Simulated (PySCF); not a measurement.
Gas-phase reaction: 2 AlCl2NH2 + AlCl ⇌ 2 AlHCl2 + N2 + AlH2Cl

Method: PySCF energies plus ideal-gas RRHO corrections (1 bar). † marks an energy on the PBE0/def2-TZVP geometry and frequencies; other levels use their own. 6-31G* has spherical d functions here. All species are closed-shell singlets. B3LYP is the form with VWN-RPA correlation. AlCl2NH2, AlHCl2, AlH2Cl: computed as isolated molecules; such fragments, hydroxides, amides, oligomers or adducts are transient or little studied in the gas.

B3LYP/6-31G* gives ΔH°(298 K) = 158 kJ.

Question: What do LDA/def2-TZVP†, BLYP/def2-TZVP†, B3LYP/def2-TZVP† give?

Answer: LDA/def2-TZVP†: 285 kJ; BLYP/def2-TZVP†: 166 kJ; B3LYP/def2-TZVP†: 184 kJ. For scale, ΔH°(298 K) is 158 kJ at this level, 200 kJ at ωB97M-V/def2-TZVP†, and runs from 77 to 285 kJ over the 20 levels computed († marks an energy on the PBE0/def2-TZVP geometry).
